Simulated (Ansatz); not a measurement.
HBO, singlet in 6-31G: errors against full CI

Geometry: a point of a stretch scan, not a stationary point.

```
atom   x (Å)   y (Å)    z (Å)
   B  0.0000  0.0000   0.0494
   O  0.0000  0.0000  -1.2716
   H  0.0000  0.0000   1.2221
```

Basis 6-31G; Ansatz 0.2.0. Only valence electrons are correlated (noble-gas cores frozen), which leaves 10 electrons in 18 orbitals. Prefix R: restricted or restricted open-shell reference. Active spaces: valence = (10e, 9o) chosen from the atoms' valence shells; pair = (2e, 2o) about the gap.

Full CI is exact within this basis and frozen core; it isn't the basis-set limit.

* UHF ⟨S²⟩: 0.000
* T1 diagnostic (RCCSD): 0.0318
* largest doubles amplitude (RCCSD): 0.090

```
   level  E − E(RHF) (eV)
    RMP2          -5.6468
   RCCSD          -5.5674
RCCSD(T)          -5.8160
```

(1) Estimate how far full CI in 6-31G lies from RCCSD(T). The table doesn't fix it; the size of (T) and the diagnostics are the guide.

(1) Full CI in 6-31G lies 3.6 kJ/mol below RCCSD(T), which is 15 % of the (T) step (-24.0 kJ/mol). T1 is raised, but (T) still catches most of what CCSD lacks.

The other levels:

| level | E − E(full CI) (kJ/mol) | share of correlation (%) | wall time |
| --- | --- | --- | --- |
| CISD | 62.5 | 88.93 | 0.72 s |
| BCCD(T) | 3.1 | 99.45 | 0.3 s |
| RCCSDT | 1.6 | 99.71 | – |
| RCCSDT(Q) | -0.7 | 100.13 | 0.96 s |
| RCCSDTQ | -0.1 | 100.02 | 11 s |
| CASSCF (pair space) | 496.6 | 12.08 | – |
| NEVPT2 (pair space) | 26.9 | 95.23 | 0.24 s |
| MRCISD (pair space) | 51.0 | 90.97 | – |
| MRCISD+Q (pair space) | 13.9 | 97.54 | 0.39 s |
| CASSCF (valence space) | 165.4 | 70.72 | – |
| NEVPT2 (valence space) | 40.4 | 92.85 | 5.5 s |
| MRCISD (valence space) | 6.9 | 98.79 | – |
| MRCISD+Q (valence space) | 3.1 | 99.44 | 7.5 s |
| MRCISD+Q(relaxed) (valence space) | 0.0 | 100.01 | 8.5 s |

The correlation energy at full CI, counted from RHF, is -5.854 eV. That run took 1.9 min on 1 thread of Intel Xeon Platinum 8375C, shared host over 18,367,552 determinants.

Times hold each run's SCF and search for its determinant on a shared host, so for small cases they say little of a method's own cost; they ran on 1 thread of Intel Xeon Platinum 8375C.

Not variational, and here over 5 meV under the exact energy: RCCSDT(Q).

The full-CI state has the irrep A1 of C2v, in the program's axes (one component, if the state is degenerate).

Natural occupations of full CI about the gap: 1.987 1.968 1.964 1.928 1.928 0.068 0.068 0.039 0.015 0.012; effectively unpaired electrons, Σ n²(2−n)², 0.09.
